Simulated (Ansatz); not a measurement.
**AlCCl (triplet): the correlation ladder, cc-pVDZ**

How much of the correlation energy of AlCCl (triplet) does each wave-function method recover here?

The runs use Ansatz 0.2.0, Gaussian basis; cc-pVDZ, core rule «outside noble gas», up to 11 orbitals frozen.

To be run: UHF; CCSD(T) on ROHF; CCSD(T) on UHF; BCCD(T) on ROHF; CISD as a restricted active space (open shells left free, so some higher excitations enter); CCSDT(Q) on ROHF; CCSDT(Q) on UHF; CASSCF and MRCISD+Q, 14 electrons in 12 orbitals; CASSCF and NEVPT2, 14 electrons in 12 orbitals.

9 further runs of the same task are left out: 5 for a known fault of the program, 4 set aside as unsound or not needed. Runs told in other sessions of the task aren't counted.

### Step 1. The geometry

The geometry is a PBE0/def2-TZVP stationary point (not a proven minimum) of the parent state, kept for this charge and spin.

3 atoms, charge 0, spin multiplicity 3.

Atoms are counted from 1 here; the program's logs count them from 0.

Bond lengths: C1–Al2 1.931 Å, Al2–Cl3 2.088 Å. Angles: C1–Al2–Cl3 180.0°.

### Step 2. UHF

Input file in.yaml:

```yaml
crystal:
  periodic: [false, false, false]
  atoms:
    - {symbol: C, position_ang: [0.000000, 0.000000, -1.983300]}
    - {symbol: Al, position_ang: [0.000000, 0.000000, -0.052500]}
    - {symbol: Cl, position_ang: [0.000000, 0.000000, 2.035800]}
basis:
  gaussian: {orbitals: cc-pVDZ}
magnetization: {spin_polarized: true, initial_magnetization: 2}
hamiltonian: {xc: hf}
output: {orbitals: {seedname: orbitals}}
```

Started as:

```
$ ansatz run in.yaml --threads 1 --pin off --events-out ev --progress --plain --max-ram 4096MiB --backend cpu
```

Further steps of the session: CCSD(T) on ROHF; CCSD(T) on UHF; BCCD(T) on ROHF; CISD as a restricted active space (open shells left free, so some higher excitations enter); CCSDT(Q) on ROHF; CCSDT(Q) on UHF; CASSCF and MRCISD+Q, 14 electrons in 12 orbitals; CASSCF and NEVPT2, 14 electrons in 12 orbitals.

**Question.** What will the summary of the whole plan be? Wanted: RCCSDT(Q) from the RHF energy; RMP2 from RCCSDT(Q); UMP2 from RCCSDT(Q); RCCSD from RCCSDT(Q); RCCSD(T) from RCCSDT(Q); UCCSD(T) from RCCSDT(Q); UCCSDT(Q) from RCCSDT(Q); NEVPT2 valence from RCCSDT(Q); MRCISD+Q valence from RCCSDT(Q).

**Answer**, as computed:

| quantity | value |
| --- | --- |
| RCCSDT(Q) from the ROHF energy | -8.7819 eV |
| RMP2 from RCCSDT(Q) | +1314.2 meV |
| UMP2 from RCCSDT(Q) | +1553.7 meV |
| RCCSD from RCCSDT(Q) | +405.5 meV |
| RCCSD(T) from RCCSDT(Q) | +87.1 meV |
| UCCSD(T) from RCCSDT(Q) | +95.5 meV |
| UCCSDT(Q) from RCCSDT(Q) | -7.0 meV |
| NEVPT2 valence from RCCSDT(Q) | +1538.5 meV |
| MRCISD+Q valence from RCCSDT(Q) | +88.1 meV |
| levels within 1 kcal/mol (43 meV) | RCCSDT, UCCSDT, UCCSDT(Q) |
| T1 diagnostic | 0.027 |
| effectively unpaired electrons | 2.07 |

RCCSD(T) misses by +87.1 meV, 1.0 % of the correlation energy. One determinant dominates. Of the multireference levels listed MRCISD+Q valence comes nearest in total energy (+88.1 meV), which doesn't show that its space is the better one. These misses are within one basis, not against nature; the frozen cores of restricted and unrestricted runs differ, which can shift their rows.

With open shells the CI space here admits some higher excitations, so it is larger than plain CISD.
